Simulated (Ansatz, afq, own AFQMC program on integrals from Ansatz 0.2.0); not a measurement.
Integrals from Ansatz 0.2.0, then the random walk in our own AFQMC program (afq).

```yaml
crystal:
  periodic: [false, false, false]
  atoms:
    - {symbol: N, position_ang: [0.000000, 0.000000, 0.000000]}
    - {symbol: H, position_ang: [0.590343, 0.592302, 0.590214]}
    - {symbol: H, position_ang: [-0.592921, -0.588246, 0.591684]}
    - {symbol: H, position_ang: [-0.588983, 0.589598, -0.594267]}
    - {symbol: H, position_ang: [0.591561, -0.593654, -0.587631]}
basis:
  gaussian: {orbitals: cc-pVDZ}
total_charge: 1
magnetization: {spin_polarized: false}
correlation: {method: ccsd_t, electrons: outside_noble_gas, hamiltonian_folder: ham}
```

```sh
$ ansatz run in.yaml --threads 1 --pin off --events-out ev --progress --plain --max-ram 1843MiB
```

Options of the walk:

```
--method free --trial cisd --walkers 90 --time-step 0.03 --max-blocks 80 --target-error 0.00034 --factor-cut 1e-05 --seed 7629 --times 0,0.3,0.6,1.2,1.8,2.4,3.6,4.8,6 --taylor-order 8
```

Times are imaginary, in 1/Eh. The walk had a cap of 490 s.

Output of the walk:

```
orbitals 33  electrons 4 4  factors 258 of 304
reference energy -56.54501618 Eh
CCSD correlation -0.20377826 Eh in 7 cycles, weight of the determinant in the CISD state 0.9383
repeat  energy at the last time / Eh  error
    10  -56.752970  0.000686
    20  -56.753319  0.000563
    30  -56.753837  0.001087
    40  -56.753535  0.000823
    50  -56.753307  0.000689
    60  -56.753447  0.000615
    70  -56.753198  0.000549
    80  -56.753128  0.000492
time / (1/Eh)  energy / Eh  error  mean overlap
  0.00  -56.748664  0.000169  1.0660
  0.30  -56.752023  0.000158  1.0607
  0.60  -56.752701  0.000151  1.0640
  1.20  -56.753107  0.000160  1.0629
  1.80  -56.752900  0.000194  1.0734
  2.40  -56.753434  0.000240  1.0595
  3.60  -56.752882  0.000239  1.0661
  4.80  -56.752864  0.000337  1.0772
  6.00  -56.753128  0.000492  1.0460
energy -56.753128 +/- 0.000492 Eh
```

The run passed its tests (error under three times the target), which doesn't prove that it has relaxed.

Against this walk (error 13.4 meV) on the same determinant: CCSD(T) 18.1 meV higher (within the noise), CCSDT(Q) 3.7 meV higher (within the noise). The error is statistical, and a free projection of finite length keeps a remainder of its start.

Cautions: remainder of the start not in the error; error above the target (13.4 against 9.3 meV).

The walk took 2.1 min on 1 thread of Arm Neoverse V1 (shared host). The log's last line is the free-projection energy.

CCSDT and higher add their correlation energy to the determinant of the CCSD(T) run, since their own runs factorise the integrals more tightly (a shift of under 2 meV). A walk keeps the symmetry of its determinant, which the program's search chose and which needn't be the lowest solution, so a lower state of the same spin and another symmetry isn't excluded.
